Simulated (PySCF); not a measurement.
Compound: oxazole, C₃H₃NO.
SMILES: `c1ncoc1`

The closed-shell ground state was solved at several levels (PySCF, density fitting, gas phase, non-relativistic). Geometry: PBE0-D3(BJ)/def2-TZVP; no solvent, vibrations or thermal averaging.

```json
{"level": "wB97X-D/pcSseg-2", "basis functions": "222", "HOMO (eV)": "-9.24", "LUMO (eV)": "1.63", "gap (eV)": "10.87", "dipole (D)": "1.61"}
{"level": "PBE0/pcSseg-2", "basis functions": "222", "HOMO (eV)": "-7.40", "LUMO (eV)": "-0.21", "gap (eV)": "7.19", "dipole (D)": "1.58"}
{"level": "KT3/pcSseg-2", "basis functions": "222", "HOMO (eV)": "-6.29", "LUMO (eV)": "-1.17", "gap (eV)": "5.12", "dipole (D)": "1.51"}
{"level": "PBE0/aug-cc-pVTZ", "basis functions": "299", "HOMO (eV)": "-7.39", "LUMO (eV)": "-0.27", "gap (eV)": "7.12", "dipole (D)": "1.56"}
{"level": "CAM-B3LYP/aug-cc-pVTZ", "basis functions": "299", "HOMO (eV)": "-8.73", "LUMO (eV)": "0.29", "gap (eV)": "9.02", "dipole (D)": "1.58"}
{"level": "B97-2/pcSseg-2", "basis functions": "222", "HOMO (eV)": "-7.14", "LUMO (eV)": "-0.27", "gap (eV)": "6.87", "dipole (D)": "1.57"}
```

(1) Estimate the row for wB97X-D/aug-cc-pVTZ, a basis of 299 functions; the other rows only guide the guess.

(2) Over all these levels, which gives the widest orbital gap and which the narrowest?

(3) In the pcSseg-2 basis, how does the gap go with the fixed share of exact exchange?

(4) How far do the dipole and the HOMO energy spread over the levels?

## Answers

(1) HOMO -9.21 eV, LUMO 0.83 eV, gap 10.04 eV, dipole 1.59 D.

(2) wB97X-D/pcSseg-2 (range-separated hybrid) has the widest, 10.87 eV, and KT3/pcSseg-2 (GGA) the narrowest, 5.12 eV. The two share the basis. From the narrowest to the widest the HOMO moves by -2.95 eV and the LUMO by +2.80 eV.

(3) KT3 (0 %) 5.12 eV; B97-2 (21 %) 6.87 eV; PBE0 (25 %) 7.19 eV. Each rise in the share widens the gap here.

(4) The dipole runs from 1.51 to 1.61 D (mean 1.57 D) and the HOMO from -9.24 to -6.29 eV.
